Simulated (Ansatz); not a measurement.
System: Na₃Sb (P6₃/mmc, No. 194). Method: PBE0 (plane waves, PAW; Ansatz, a program for electronic structure).

Input file:

Ansatz 0.2 input:
```yaml
crystal:
  lattice:
    - [5.355, 0.0, 0.0]
    - [-2.6775, 4.637566, 0.0]
    - [0.0, 0.0, 9.496]
  atoms:
    - { symbol: Sb, position: [0.333333, 0.666667, 0.25] }
    - { symbol: Sb, position: [0.666667, 0.333333, 0.75] }
    - { symbol: Na, position: [0.0, 0.0, 0.25] }
    - { symbol: Na, position: [0.0, 0.0, 0.75] }
    - { symbol: Na, position: [0.333333, 0.666667, 0.583] }
    - { symbol: Na, position: [0.666667, 0.333333, 0.083] }
    - { symbol: Na, position: [0.333333, 0.666667, 0.917] }
    - { symbol: Na, position: [0.666667, 0.333333, 0.417] }
basis:
  ecutwfc: 460
  ecutrho_ratio: 4
  xc_grid: 2
kpoints:
  mp_grid: { grid: [6, 6, 4] }
hamiltonian:
  xc: pbe0
  dispersion: none
  pseudopotentials: { kind: paw }
scf:
  occupations: { method: fermi_dirac, width: 0.01 }
  convergence: { dr2_threshold: 0.0000000008 }
output:
  forces: true
  stress: true
  eigenvalues: true
```

Question: How many irreducible k-points, plane waves at Γ does the program set up, and what pressure does the run end with?

Answer: 21 irreducible k-points, 5313 plane waves at Γ; P = -0.21 GPa, so the cell is stretched on average and its volume would shrink at this level.

Output (set-up and result lines):

```
WARN the atoms were moved onto the symmetric positions of the space group found under crystal.symmetry.tolerance 1.0e-5 (fractional …
WARN output.stress: scf.exx.energy_threshold = 1e-6 eV is looser than the 8e-8 eV advised for a stress under a hybrid functional (1e-8 eV for each atom of the …
Crystal: 8 atoms, lattice volume = 235.825 Å³
Basis set: ecut = 460 eV, 5313 PW (Γ), exchange–correlation on 80×80×144 points (8 copies of the dense FFT grid, shifted against one another)
Bands: 51, of which v1, the nominal top of the filled ones, is band 42 counted from 1 (41 counted from 0)
Symmetry: 24 space group operations
Space group: P63/mmc (ITA 194), of the structure as read, at distance tolerance 6.2e-5 Å
k-points: 21 of 144
Functional: x = pbe(κ = 0.804, μ = 0.2195149727645171), c = pbe(β = 0.06672455060314922), warm-up for x = 0.75 pbe(κ = 0.804, μ = 0.2195149727645171) + 0.25 exact, c = pbe(β = 0.06672455060314922)
SCF iter   1: F=—  HF=-21891.026623 eV  |F-HF|=—  |Δ(HF+E_count)|=         —  Δρ=1.22e-3  dr2=9.97e-3
SCF iter   2: F=—  HF=-21891.024946 eV  |F-HF|=—  |Δ(HF+E_count)|=   1.68e-3  Δρ=3.85e-4  dr2=6.84e-4
  ...
Crystal: 8 atoms, lattice volume = 235.825 Å³
Initial density: handed on by an earlier stage of this run
Functional: x = 0.75 pbe(κ = 0.804, μ = 0.2195149727645171) + 0.25 exact, c = pbe(β = 0.06672455060314922)
Crystal: 8 atoms, lattice volume = 235.825 Å³
SCF iter   5: F=—  HF=-21900.120661 eV  |F-HF|=—  |Δ(HF+E_count)|=   4.67e-8  Δρ=1.34e-6  dr2=5.12e-9
SCF iter   6: F=-21900.120661 eV  HF=-21900.120661 eV  |F-HF|=2.91e-11  |Δ(HF+E_count)|=   2.01e-9  Δρ=2.32e-7  dr2=6.59e-10
SCF 3 converged in 6 iterations: F = -21900.120661 eV  dr2 = 6.59e-10
Free energy (F): -21900.120661 eV
Internal energy: -21900.120661 eV  (E = F + TS)
E sigma→0 (E₀):  -21900.120661 eV
Fermi energy:    3.735439 eV
--- Stress (GPa, compression-positive) ---
       -0.262417      -0.000000       0.000000
       -0.000000      -0.262417       0.000000
        0.000000       0.000000      -0.098156
  P = ⅓ Tr σ = -0.2077 GPa (-2.077 kbar)
```

The PAW data were made under PBE.

Note: cell and atoms aren't relaxed at this level (pressure -0.2 GPa).
